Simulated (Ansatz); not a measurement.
`O[BH][AlH2]` + BH₃ → `BBO` + `[AlH3]`  (formal exchange of groups at a B–Al bond)

Program: Ansatz. Geometries: PBE0-D4/def2-TZVP. ΔE: electronic, gas phase. CCSD(T)/CBS is the MP2 limit (def2-TZVPP, def2-QZVPP) plus CCSD(T) − MP2 in def2-TZVPP, frozen cores. This one scheme is used for every species. DFT in def2-TZVPP. Each species was taken in one conformer, which may not be the lowest.

```
        level  ΔE (eV)
  LDA (SPW92)    -0.29
      PBE0-D4    -0.22
      ωB97X-V    -0.23
     PBE-QIDH    -0.22
         BLYP    -0.23
 MP2/def2-SVP    -0.24
CCSD/def2-SVP    -0.23
HF/def2-QZVPP    -0.23
```

Problem. What does CCSD(T)/CBS give? (Estimate.)

Solution. Computed: -0.20 eV. The listed levels differ from it by -0.09, -0.02, -0.03, -0.02, -0.03, -0.04, -0.03, -0.03 eV.

Largest T1 diagnostic among the species: 0.014.

Leaving LDA and LC-ωPBE aside and taking each functional with its dispersion term where it has one, the values, not all of them listed here, spread over 0.23 eV, from B97M-V to PBE-QIDH. LDA lies −0.06 eV from PBE without D4.
